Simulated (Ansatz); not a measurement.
# SiH2S (triplet): from Hartree-Fock to the top rungs, def2-QZVPP

An exercise on one series of results from a longer session: the logs are not shown, and one member is left open.

The runs use Ansatz 0.2.0, Gaussian basis; def2-QZVPP, core rule «outside noble gas», up to 10 orbitals frozen.

The runs, in order: UHF; ROHF; CCSD(T) on UHF.

2 further runs of the same task are left out: 2 set aside as unsound or not needed.

## What is computed

The geometry is a PBE0/def2-TZVP stationary point (not a proven minimum) of the parent state, kept for this charge and spin.

4 atoms, charge 0, spin multiplicity 3.

Atoms are counted from 1 here; the program's logs count them from 0.

Bond lengths: Si1–S2 1.938 Å, Si1–H3 1.485 Å, Si1–H4 1.485 Å. Angles: S2–Si1–H3 125.0°, S2–Si1–H4 125.0°, H3–Si1–H4 109.9°.

Set-up of the first run:

in.yaml

```yaml
crystal:
  periodic: [false, false, false]
  atoms:
    - {symbol: Si, position_ang: [0.000000, 0.000000, 0.971947]}
    - {symbol: S, position_ang: [0.000000, 0.000000, -0.966027]}
    - {symbol: H, position_ang: [0.000000, 1.216091, 1.824529]}
    - {symbol: H, position_ang: [0.000000, -1.216091, 1.824529]}
basis:
  gaussian: {orbitals: "def2-QZVPP.json"}
magnetization: {spin_polarized: true, initial_magnetization: 2}
hamiltonian: {xc: hf}
output: {orbitals: {seedname: orbitals}}
```

On the command line:

```bash
$ ansatz run in.yaml --threads 1 --pin off --events-out ev --progress --plain --max-ram 2393MiB
```

Among the steps run: UHF; ROHF; CCSD(T) on UHF.

One of the session's tables, all rows but one given; the rest of the session is left out.

| method | from UCCSD(T) (kcal/mol) |
| --- | --- |
| ROHF | +211.36 |
| UHF | +205.89 |
| UMP2 | +32.38 |
| UCCSD | ? |
| UCCSD(T) | 0 |

**Question.** Estimate the row for UCCSD.

**Answer.** from UCCSD(T) (kcal/mol): +9.13. In the column «from UCCSD(T) (kcal/mol)» it lies between UCCSD(T) (0) and UMP2 (+32.38).
